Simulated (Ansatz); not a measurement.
Two shapes of singlet CF₄.

Shape 1:

```xyz
5

C     0.0393   -0.0309   -0.0016
F     0.7939    0.7959    0.7572
F     0.7448   -0.7668   -0.7124
F    -0.7321    0.7442   -0.7985
F    -0.7794   -0.7377    0.8000
```

Shape 2:

```xyz
5

C     0.0000    0.0000    0.0000
F     0.8204    0.8204    0.8204
F     0.8204   -0.8204   -0.8204
F    -0.8204    0.8204   -0.8204
F    -0.8204   -0.8204    0.8204
```

Basis set: cc-pVDZ (spherical functions). Frozen core: 5 orbitals. Charge 0, multiplicity 1.

Computed with Ansatz (development build ahead of 0.2.0); each method stands on the lowest determinant of its kind that the runs found.

**Question.** Which shape is lower in energy, and by how much in each method?

**Answer.**

```json
{"method": "RHF", "E(2) − E(1) (eV)": "1.312"}
{"method": "RHF-MP2", "E(2) − E(1) (eV)": "0.657"}
```

Shape 1 is lower. Caution: no unrestricted run beside it, a lower state can exist.
